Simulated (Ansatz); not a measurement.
## HNGe, singlet: vertical spin and charge gaps

Geometry (PBE0/def2-TZVP stationary point for this spin, not checked as a minimum):

```yaml
atoms:
  - { symbol: Ge, position_ang: [0.0000, 0.0000, 1.4305] }
  - { symbol: N, position_ang: [0.0000, 0.0000, -0.2139] }
  - { symbol: H, position_ang: [0.0000, 0.0000, -1.2166] }
```

Basis cc-pVDZ; Ansatz 0.2.0. Only valence electrons are correlated (noble-gas cores and the filled d shells of p-block atoms frozen). R marks a restricted (for open shells ROHF) determinant. Active spaces: valence = (10e, 9o) chosen from the atoms' valence shells. No spin–orbit coupling is included, and no scalar relativity.

Gaps are energies of the second state less the first, at fixed atoms, for a selection of the levels run; each method lands on the state that its own search finds for that charge and spin.

Removing an electron, to the doublet: 9.762 eV at RCCSDTQ.

| level | gap (eV) | error (meV) |
| --- | --- | --- |
| RHF | 8.127 | -1635 |
| RMP2 | 10.043 | 281 |
| RCCSD | 9.559 | -203 |
| RCCSD(T) | 9.752 | -10 |
| BCCD(T) | 9.751 | -11 |
| RCCSDT | 9.740 | -22 |
| RCCSDT(Q) | 9.774 | 12 |
| CASSCF (valence space) | 9.282 | -480 |
| NEVPT2 (valence space) | 9.565 | -197 |
| MRCISD (valence space) | 9.671 | -91 |
| MRCISD+Q (valence space) | 9.721 | -41 |
| PBE | 10.019 | 257 |
| r2SCAN | 9.917 | 155 |
| B3LYP | 9.858 | 96 |
| RPA-PBE | 9.835 | 73 |

In so small a basis the reference is far from its limit while semilocal and hybrid functionals are nearer theirs (RPA and double hybrids share much of the reference's basis error), so the functionals' errors here hold much of the reference's basis and frozen-core error, which can add to them or hide them.

Full CI isn't at hand for all of this; RCCSDTQ serves as the reference, and is uncertain by about the last step of the cluster series.
